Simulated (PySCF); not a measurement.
## How methods differ on the ionisation energy of He

He 1s2 (1S) → He⁺ 1s1 (2S), as a difference of total energies. Computed with PySCF 2.14 in dyall-acv3z, with no relativity, point nucleus. Correlated levels: valence: nothing frozen; virtual orbitals above 40 to 60 times the deepest correlated orbital energy dropped. The calculations carry no spin-orbit coupling.

Problem. Order these methods by the ionisation energy they give, lowest first.
A. SCS-MP2 (valence)
B. LDA
C. UHF
D. r2SCAN

Solution. C (23.448 eV), B (24.303 eV), A (24.562 eV), D (24.621 eV).

Errors of the correlated levels include the incompleteness of this basis.

For comparison: 24.587 eV (measured; NIST Atomic Spectra Database, ionization energies).
